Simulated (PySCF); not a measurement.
Propionyl chloride, C₃H₅ClO.
SMILES: `CCC(=O)Cl`

Level: PBE0/def2-SVPD in PySCF, non-relativistic, on one gas-phase PBE0-D3(BJ)/def2-SVP geometry that isn't relaxed in the solvent. The solvent is an IEF-PCM continuum (Bondi radii, 1.10 Å for H, scaled by 1.2), and excitations are vertical TDDFT with non-equilibrium linear response and a frozen core. Specific hydrogen bonds and non-electrostatic terms are outside this model.

Gas-phase singlets (H = HOMO, L = LUMO):

| state | E (eV) | λ (nm) | f | leading configurations |
| --- | --- | --- | --- | --- |
| S1 | 5.271 | 235 | 0.000 | H→L 98% |
| S2 | 6.451 | 192 | 0.000 | H-1→L 99% |
| S3 | 6.873 | 180 | 0.010 | H-2→L 82%, H→L+2 14% |
| S4 | 7.881 | 157 | 0.081 | H-1→L+2 28%, H→L+2 26%, H-3→L 21% |
| S5 | 8.007 | 155 | 0.006 | H→L+1 78%, H→L+2 14% |

How does the list change in cyclohexane (ε = 2.017)?

```json
{"state": "S1", "E (eV)": "5.315", "λ (nm)": "233", "f": "0.000", "leading configurations": "H→L 98%", "change by rank (eV)": "+0.044"}
{"state": "S2", "E (eV)": "6.493", "λ (nm)": "191", "f": "0.000", "leading configurations": "H-1→L 99%", "change by rank (eV)": "+0.042"}
{"state": "S3", "E (eV)": "6.900", "λ (nm)": "180", "f": "0.016", "leading configurations": "H-2→L 84%, H→L+1 13%", "change by rank (eV)": "+0.027"}
{"state": "S4", "E (eV)": "7.795", "λ (nm)": "159", "f": "0.151", "leading configurations": "H-3→L 48%, H→L+1 34%, H-1→L+1 10%", "change by rank (eV)": "-0.086"}
{"state": "S5", "E (eV)": "8.049", "λ (nm)": "154", "f": "0.044", "leading configurations": "H-1→L+1 51%, H-3→L 33%", "change by rank (eV)": "+0.042"}
```

Give the list for chloroform (ε = 4.711), n² = 2.09.

```csv
state,E (eV),λ (nm),f,leading configurations,change by rank (eV)
S1,5.355,232,0.000,H→L 98%,+0.084
S2,6.526,190,0.000,H-1→L 99%,+0.075
S3,6.928,179,0.016,"H-2→L 84%, H→L+1 14%",+0.055
S4,7.731,160,0.142,"H-3→L 63%, H→L+1 25%",-0.150
S5,8.036,154,0.039,"H-1→L+1 60%, H-3→L 21%, H→L+1 11%",+0.029
```

The ground-state energy changes by -0.132 eV from gas to chloroform. By how much does the total energy of gas-phase S1 change?

E(S1) = E(S0) + excitation energy, so it changes by -0.132 + 0.084 = -0.048 eV: it is lowered less than the ground state, which is what a blue shift means. This is the vertical state, with the slow part of the continuum still set for S0.

How do the frontier levels move from gas to chloroform?

```tsv
orbital	gas (eV)	solvent (eV)	change (eV)
LUMO+2	0.53	0.76	+0.23
LUMO+1	0.46	0.48	+0.02
LUMO	-1.12	-1.09	+0.03
HOMO	-8.66	-8.71	-0.05
HOMO-1	-9.24	-9.29	-0.05
HOMO-2	-9.38	-9.44	-0.06
HOMO-3	-10.44	-10.15	+0.29
```

The HOMO–LUMO gap goes from 7.54 to 7.62 eV. Rows go by rank; for LUMO+1 and LUMO+2 the atom shares or the degeneracy differ between the runs, so the row needn't follow one orbital.

On Arm Neoverse V1, one thread, on a shared host, this took 13 s wall. This is the whole response run at PBE0/def2-SVPD in chloroform, SCF included.

Shape of the structure used: `[CH3:1][CH2:2][C:3](=[O:4])[Cl:5]`: C1–C2–C3–O4 1°.
